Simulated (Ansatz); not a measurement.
## C₃H₅FO, SMILES CC1(F)CO1: a single point in a Gaussian basis

Program: Ansatz 0.2.0, Python API.

Input file `c3h5fo.xyz`:
```text
10

C    -0.78600   -0.98570    0.01690
C     0.30900   -0.09290   -0.40500
F     1.31480   -0.71550   -1.09680
C     0.75280    1.15830    0.36140
O    -0.05020    1.20700   -0.88670
H    -1.62170   -0.34690    0.49880
H    -0.46880   -1.71620    0.70010
H    -1.23140   -1.41280   -0.87800
H     0.14840    1.39040    1.32000
H     1.71620    1.46330    0.37230
```

`energy.py`
```python
"""Single point of C3H5FO in a Gaussian basis."""

from pathlib import Path
import warnings

import ansatz as az

warnings.simplefilter("ignore", az.DeckWarning)

geometry = az.Crystal.molecule_from_extxyz("c3h5fo.xyz")

calc = geometry.calculation()
calc = calc.basis(gaussian="def2-SVPD").functional("pbe0", dispersion="d3bj")
calc = calc.orbitals()
out = calc.run(runs_dir="runs")
data = out.report

print(f"E = {data['free_energy_ev']:.6f} eV = {data['free_energy_ev'] / 27.211386246:.7f} Ha")
print("converged:", data["converged"], " doubts:", data["published_state_doubts"] or "none")

field = data["mean_field"]
print("<S^2> =", round(abs(field["state"]["spin_squared"]), 4), " all-electron relativity setting:", field["relativity"])
print("passes:", field["passes"])
if "symmetry" in field:
    print("occupied orbitals by irrep:", field["symmetry"]["occupied"])

lines = Path(data["orbitals_path"]).read_text().splitlines()
field_of = lambda key: [line.split("=")[1].strip() for line in lines if line.startswith(key)]
orbitals = [(27.211386 * float(e), s, float(n)) for e, s, n in zip(field_of("Ene="), field_of("Spin="), field_of("Occup="))]
homo = max(e for e, _, n in orbitals if n > 0.5)
lumo = min(e for e, _, n in orbitals if n < 0.5)
print(f"HOMO {homo:.3f} eV, LUMO {lumo:.3f} eV, gap {lumo - homo:.3f} eV")
```

```console
$ python energy.py
E = -7941.107973 eV = -291.8303353 Ha
converged: True  doubts: none
<S^2> = 0.0  all-electron relativity setting: none
passes: {'evaluations': 15, 'products': 12}
occupied orbitals by irrep: [{'A': 20}, {'A': 20}]
HOMO -8.450 eV, LUMO 0.662 eV, gap 9.112 eV
```

Caveats:
- These settings explore the input space; basis and method may be short of convergence.
- The geometry is a force-field or estimated start, not a minimum of this method, and the basis set is short of its limit.
- Levels such as HOMO and LUMO are orbital energies: with these approximate functionals they aren't the ionisation energy and electron affinity, and their gap isn't the fundamental gap.
- Finished in 5.1 s on 1 thread of Arm Neoverse V1 (shared host), peak memory 0.33 GiB.

(Lines on the test bed's own set-up are left out of the output.)
